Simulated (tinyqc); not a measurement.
CIS on RHF in the sto-3g basis, for LiH, spin multiplicity 1, step by step. One step of it, computed by the program tinyqc.

Problem. CIS matrix, triplets. A(ia,jb) = (e_a - e_i) d_ij d_ab - (ij|ab).

orbital energies (hartree): MO1 -2.358148, MO2 -0.257921, MO3 0.074564, MO4 0.162827, MO5 0.162827, MO6 0.457540

Two-electron integrals over orbitals (pq|rs), unique and non-zero (hartree):
```
(11|11) 1.659070    (21|11) -0.101707   (21|21) 0.010909    (22|11) 0.333806
(22|21) 0.003898    (22|22) 0.466165    (31|11) -0.140664   (31|21) 0.010655
(31|22) -0.012881   (31|31) 0.021945    (32|11) 0.020969    (32|21) -0.002760
(32|22) -0.054418   (32|31) -0.000029   (32|32) 0.017083    (33|11) 0.393630
(33|21) -0.009576   (33|22) 0.216315    (33|31) 0.001303    (33|32) 0.011591
(33|33) 0.333390    (41|41) 0.009813    (42|41) 0.007307    (42|42) 0.021940
(43|41) 0.010324    (43|42) 0.019737    (43|43) 0.041313    (44|11) 0.396336
(44|21) -0.003823   (44|22) 0.255300    (44|31) -0.005041   (44|32) 0.009788
(44|33) 0.280920    (44|44) 0.312946    (51|51) 0.009813    (52|51) 0.007307
(52|52) 0.021940    (53|51) 0.010324    (53|52) 0.019737    (53|53) 0.041313
(54|54) 0.016869    (55|11) 0.396336    (55|21) -0.003823   (55|22) 0.255300
(55|31) -0.005041   (55|32) 0.009788    (55|33) 0.280920    (55|44) 0.279207
(55|55) 0.312946    (61|11) 0.067165    (61|21) -0.009464   (61|22) -0.007634
(61|31) -0.004137   (61|32) 0.002468    (61|33) 0.011642    (61|44) 0.001347
(61|55) 0.001347    (61|61) 0.010612    (62|11) -0.068159   (62|21) 0.002464
(62|22) 0.114009    (62|31) 0.003117    (62|32) -0.039392   (62|33) -0.017775
(62|44) -0.029668   (62|55) -0.029668   (62|61) 0.000357    (62|62) 0.127883
(63|11) 0.020146    (63|21) -0.002590   (63|22) -0.054188   (63|31) 0.004119
(63|32) 0.013354    (63|33) 0.036173    (63|44) 0.005313    (63|55) 0.005313
(63|61) 0.004366    (63|62) -0.035650   (63|63) 0.028257    (64|41) -0.006091
(64|42) -0.019114   (64|43) -0.012857   (64|64) 0.019703    (65|51) -0.006091
(65|52) -0.019114   (65|53) -0.012857   (65|65) 0.019703    (66|11) 0.357764
(66|21) 0.001462    (66|22) 0.437957    (66|31) -0.011126   (66|32) -0.046916
(66|33) 0.239386    (66|44) 0.262897    (66|55) 0.262897    (66|61) -0.004646
(66|62) 0.113465    (66|63) -0.045515   (66|66) 0.436654
```

Give: CIS matrix A, triplet.

Solution.

CIS matrix A, triplet (hartree):
```
         1>3     1>4     1>5      1>6     2>3     2>4     2>5      2>6
1>3   2.0391  0.0000  0.0000  -0.0201  0.0096  0.0000  0.0000   0.0026
1>4   0.0000  2.1246  0.0000   0.0000  0.0000  0.0038  0.0000   0.0000
1>5   0.0000  0.0000  2.1246   0.0000  0.0000  0.0000  0.0038   0.0000
1>6  -0.0201  0.0000  0.0000   2.4579  0.0026  0.0000  0.0000  -0.0015
2>3   0.0096  0.0000  0.0000   0.0026  0.1162  0.0000  0.0000   0.0542
2>4   0.0000  0.0038  0.0000   0.0000  0.0000  0.1654  0.0000   0.0000
2>5   0.0000  0.0000  0.0038   0.0000  0.0000  0.0000  0.1654   0.0000
2>6   0.0026  0.0000  0.0000  -0.0015  0.0542  0.0000  0.0000   0.2775
```
